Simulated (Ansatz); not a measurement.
**Nudged elastic band run: C₃H₃NO₂**

Input file:

```yaml
crystal:
  periodic: [false, false, false]
  atoms:
    - { symbol: "N", position_ang: [1.99823, -1.680374, 0.977859] }
    - { symbol: C, position_ang: [1.267765, -1.057053, 0.372552] }
    - { symbol: C, position_ang: [0.343335, -0.267737, -0.402436] }
    - { symbol: O, position_ang: [0.536902, -0.398217, -1.741413] }
    - { symbol: C, position_ang: [-0.573656, 0.49063, 0.17074] }
    - { symbol: O, position_ang: [-0.697031, 0.571394, 1.509235] }
    - { symbol: H, position_ang: [-0.109897, 0.095747, -2.226994] }
    - { symbol: H, position_ang: [-1.252526, 1.074115, -0.426555] }
    - { symbol: H, position_ang: [-1.424622, 1.125195, 1.749811] }
basis:
  gaussian: { orbitals: "6-31G*" }
hamiltonian:
  xc: hf
neb:
  order_check: false
  images: 5
  f_tol: 0.03
  max_iterations: 60
  final_atoms:
    - { symbol: "N", position_ang: [1.72263569, -1.46648816, 1.26173639] }
    - { symbol: C, position_ang: [1.09948945, -0.92363627, 0.48138554] }
    - { symbol: C, position_ang: [0.25467354, -0.19012047, -0.42539541] }
    - { symbol: O, position_ang: [0.55078102, -0.39569641, -1.73632401] }
    - { symbol: C, position_ang: [-0.69865669, 0.59751867, 0.04868218] }
    - { symbol: O, position_ang: [-1.00027853, 0.80672413, 1.33608163] }
    - { symbol: H, position_ang: [-0.06990434, 0.05276158, -2.29497334] }
    - { symbol: H, position_ang: [-1.33765716, 1.15585498, -0.6090892] }
    - { symbol: H, position_ang: [-0.43258298, 0.31678196, 1.92069522] }
  initial_path:
    images:
      - { positions_ang: [[1.99823, -1.680374, 0.977859], [1.267765, -1.057053, 0.372552], [0.343335, -0.267737, -0.402436], [0.536902, -0.398217, -1.741413], [-0.573656, 0.49063, 0.17074], [-0.697031, 0.571394, 1.509235], [-0.109897, 0.095747, -2.226994], [-1.252526, 1.074115, -0.426555], [-1.424622, 1.125195, 1.749811]] }
      - { positions_ang: [[1.98514208, -1.67677264, 1.03092363], [1.2437622, -1.03920859, 0.39735401], [0.32772403, -0.2604052, -0.40781498], [0.51850976, -0.43180146, -1.7514034], [-0.55706721, 0.54456215, 0.13682565], [-0.68045196, 0.70515658, 1.47763664], [-0.14027063, 0.08622608, -2.2267289], [-1.22024119, 1.13580081, -0.46424464], [-1.38860709, 0.89014228, 1.79025099]] }
      - { positions_ang: [[1.97205415, -1.67317128, 1.08398827], [1.2197594, -1.02136418, 0.42215601], [0.31211306, -0.25307341, -0.41319395], [0.50011752, -0.46538592, -1.7613938], [-0.54047842, 0.59849429, 0.1029113], [-0.66387292, 0.83891917, 1.44603827], [-0.17064425, 0.07670517, -2.22646381], [-1.18795637, 1.19748661, -0.50193428], [-1.35259217, 0.65508955, 1.83069098]] }
      - { positions_ang: [[1.95896623, -1.66956993, 1.1370529], [1.1957566, -1.00351978, 0.44695802], [0.29650209, -0.24574161, -0.41857293], [0.48172528, -0.49897038, -1.7713842], [-0.52388963, 0.65242644, 0.06899695], [-0.64729388, 0.97268175, 1.41443991], [-0.20101788, 0.06718425, -2.22619871], [-1.15567156, 1.25917242, -0.53962392], [-1.31657726, 0.42003683, 1.87113097]] }
      - { positions_ang: [[1.88018938, -1.60187601, 1.17861407], [1.16366755, -0.97689194, 0.45843386], [0.28255924, -0.22720123, -0.42084709], [0.50474386, -0.46454572, -1.75969747], [-0.58214532, 0.63412385, 0.06222536], [-0.76495543, 0.91736254, 1.38832048], [-0.15731337, 0.06237669, -2.24912359], [-1.21633343, 1.22473327, -0.56277901], [-1.0219125, 0.38561854, 1.88765239]] }
      - { positions_ang: [[1.80141254, -1.53418209, 1.22017523], [1.1315785, -0.95026411, 0.4699097], [0.26861639, -0.20866085, -0.42312125], [0.52776244, -0.43012106, -1.74801074], [-0.64040101, 0.61582126, 0.05545377], [-0.88261698, 0.86204333, 1.36220105], [-0.11360886, 0.05756914, -2.27204846], [-1.27699529, 1.19029412, -0.58593411], [-0.72724774, 0.35120025, 1.9041738]] }
      - { positions_ang: [[1.72263569, -1.46648816, 1.26173639], [1.09948945, -0.92363627, 0.48138554], [0.25467354, -0.19012047, -0.42539541], [0.55078102, -0.39569641, -1.73632401], [-0.69865669, 0.59751867, 0.04868218], [-1.00027853, 0.80672413, 1.33608163], [-0.06990434, 0.05276158, -2.29497334], [-1.33765716, 1.15585498, -0.6090892], [-0.43258298, 0.31678196, 1.92069522]] }
```

Launched with:

```bash
$ ansatz run input.yaml --threads 1 --pin off --max-ram 2048MiB --backend cpu --events-out ev --progress --plain --runs-dir out
```

Output, in part (warnings, iteration lines, the closing report on the highest movable image, with atoms numbered from 0):

```
NEB end point (image 0): max|allowed force component| = 6.838e-3 eV/Å (the criterion of neb.relax_end_points is 1.000e-2)
NEB end point (image 6): max|allowed force component| = 4.710e-3 eV/Å (the criterion of neb.relax_end_points is 1.000e-2)
NEB iter   1: max|band force component| = 1.645e1 eV/Å  barrier→ = 1.7402 eV  barrier← = 1.8863 eV  Δτ_max = 0.1499 Å  (285 SCF iters)
NEB iter   2: max|band force component| = 1.660e0 eV/Å  barrier→ = 0.0597 eV  barrier← = 0.2058 eV  Δτ_max = 0.0671 Å  (190 SCF iters)
NEB iter   3: max|band force component| = 5.173e-1 eV/Å  barrier→ = 0.0152 eV  barrier← = 0.1612 eV  Δτ_max = 0.0496 Å  (188 SCF iters)
NEB iter   4: max|band force component| = 2.787e-1 eV/Å  barrier→ = 0.0065 eV  barrier← = 0.1525 eV  CI = image 3  Δτ_max = 0.0258 Å  (194 SCF iters)
NEB iter   5: max|band force component| = 9.059e-2 eV/Å  barrier→ = 0.0052 eV  barrier← = 0.1513 eV  CI = image 3  Δτ_max = 0.0086 Å  (190 SCF iters)
NEB iter   6: max|band force component| = 5.036e-2 eV/Å  barrier→ = 0.0047 eV  barrier← = 0.1508 eV  CI = image 3  Δτ_max = 0.0148 Å  (157 SCF iters)
NEB iter   7: max|band force component| = 2.955e-2 eV/Å  barrier→ = 0.0043 eV  barrier← = 0.1504 eV  CI = image 3  Δτ_max = 0.0000 Å  (390 SCF iters)
Total energy: -8692.95224963 eV, -319.4601028792 hartree
Atom 0 at     1.835883    -1.606664     1.115455 Å, force    -0.016674     0.014600    -0.008319 eV/Å
Atom 1 at     1.166770    -0.985540     0.441346 Å, force     0.013472    -0.001360    -0.007132 eV/Å
Atom 2 at     0.297655    -0.208209    -0.413843 Å, force     0.012102    -0.017085     0.021329 eV/Å
Atom 3 at     0.452875    -0.507517    -1.721697 Å, force    -0.014688    -0.003892    -0.011019 eV/Å
Atom 4 at    -0.552797     0.667963     0.089708 Å, force    -0.007386    -0.002457    -0.010428 eV/Å
Atom 5 at    -0.614770     0.956853     1.414242 Å, force    -0.004944    -0.002503     0.004681 eV/Å
Atom 6 at    -0.105942     0.037224    -2.261135 Å, force     0.012831     0.003858     0.014334 eV/Å
Atom 7 at    -1.199522     1.242807    -0.552112 Å, force    -0.000971     0.004571     0.004596 eV/Å
Atom 8 at    -1.191652     0.356785     1.870836 Å, force     0.006257     0.004269    -0.008041 eV/Å
Dipole moment:    -0.921248     0.404777    -0.463521 e Å
```

The forces met the threshold. A structure lower than the first end lies on the path between it and the top, so the climb from that side starts below the end, which may itself be a saddle point or a shallow side well. The top lies less than 8 meV above the higher end, about what the thresholds resolve: that end is a shoulder or a very shallow well. A vibrational analysis at the climbing image gives one clearly imaginary mode, 248i cm⁻¹: a first-order saddle point.

Final band (atoms are numbered from 1 in the order of the input):

```csv
image,path coordinate (Å),energy (eV),dihedral C3–C5–O6–H9 (°)
0,0.00,0.000,-177
1,0.36,-0.010,-145
2,0.72,-0.007,-116
3,1.09,0.004,-87
4,1.42,-0.026,-55
5,1.76,-0.108,-22
6,2.10,-0.146,0
```

The run took 91 s on 1 thread of Intel(R) Xeon(R) Platinum 8488C (Sapphire Rapids), with other jobs on the host, peak memory 0.19 GiB.
